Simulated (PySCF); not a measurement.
## The first ionisation energy along group 15

All values are computed (PySCF 2.14, energy differences of UHF-based or UKS calculations, no spin-orbit coupling). Values in eV. The last column holds reference values (NIST; (s) semi-empirical, (t) theoretical, else measured). Unmarked ones compare directly (S terms, centres of terms, or small fine structure); those marked * lie between the lowest fine-structure levels and include a spin-orbit shift.

```csv
element,configurations,UHF,MP2 (valence),SCS-MP2 (valence),CCSD (valence),CCSD(T) (valence),reference
"N (cc-pVTZ-DK, spin-free X2C)",[He] 2s2 2p3 → [He] 2s2 2p2,13.884,14.550,14.295,14.408,14.427,14.545
"P (cc-pVTZ-DK, spin-free X2C)",[Ne] 3s2 3p3 → [Ne] 3s2 3p2,9.902,10.470,10.296,10.406,10.447,10.526
"As (cc-pVTZ-DK, spin-free X2C)",[Ar] 3d10 4s2 4p3 → [Ar] 3d10 4s2 4p2,9.413,9.885,9.740,9.853,9.884,10.008
```

```csv
method,elements,mean error (eV),mean absolute error (eV),largest error (eV)
UHF,3,-0.626,0.626,-0.661
MP2 (valence),3,-0.058,0.061,-0.122
SCS-MP2 (valence),3,-0.249,0.249,-0.268
CCSD (valence),3,-0.137,0.137,-0.155
CCSD(T) (valence),3,-0.107,0.107,-0.124
```

Errors include the incompleteness of the basis and the frozen core.

"Valence" correlates the outer s and p shells and, in groups 3 to 12 and the f block, the outer d or f shell, open or full, or the next shell where the ion has no valence electron left; the wider scheme adds the next inner shell.
